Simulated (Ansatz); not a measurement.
We consider corundum Cr2O3, described by PBE (Ansatz, a quantum-chemistry and plane-wave program, PAW).

Run with plane-wave cutoff 520 eV, 8×8×8 k mesh, Fermi–Dirac smearing 0.01 eV, spin-polarised with opposed moments, scalar-relativistic PAW data made under PBE.

Equation-of-state points:

```json
[
 {"V (Å³/atom)": "9.329", "E − E_lowest (meV/atom)": "10.70", "P (GPa)": "9.11"},
 {"V (Å³/atom)": "9.524", "E − E_lowest (meV/atom)": "2.59", "P (GPa)": "4.34"},
 {"V (Å³/atom)": "9.718", "E − E_lowest (meV/atom)": "0.00", "P (GPa)": "0.00"},
 {"V (Å³/atom)": "9.912", "E − E_lowest (meV/atom)": "2.42", "P (GPa)": "-3.93"},
 {"V (Å³/atom)": "10.107", "E − E_lowest (meV/atom)": "9.38", "P (GPa)": "-7.47"}
]
```

Estimate the bulk modulus from the pressures at 9.524 and 9.912 Å³/atom, and compare it with a fit to all energies.

B = −V dP/dV. Between V = 9.524 and 9.912 Å³/atom, dP/dV = (-3.93 − (4.34))/(9.912 − 9.524) = -21.3 GPa per Å³/atom; at the midpoint 9.718 Å³/atom this gives B ≈ 207 GPa. The third-order Birch–Murnaghan fit gives V0 = 9.718 Å³/atom, B0 = 206 GPa, B′ = 4.0, which lies within 1 % of that estimate.

Shape and atoms are relaxed at each volume.

Measured, for comparison: bulk modulus 234 GPa (temperature not stated, not corrected to a static lattice, our sources range from 206 to 245; as tabulated in Toher et al. (2017), arXiv:1611.05714); equilibrium volume per atom 9.64 Å³/atom (temperature not stated, not corrected to a static lattice; as tabulated in Sawada, Mater. Res. Bull. 29, 239 (1994) (COD 9015000)). Computed (rounded) less measured: bulk modulus not scored (sources differ), equilibrium volume per atom +0.8 %.

Note: without U or exact exchange, gaps and moments of open d shells tend to come out too small; the bulk modulus comes from volumes at which shape and atoms were relaxed.

Static lattice: no zero-point or thermal effects.

It cost around 50 core-minutes (rough) of CPU time.
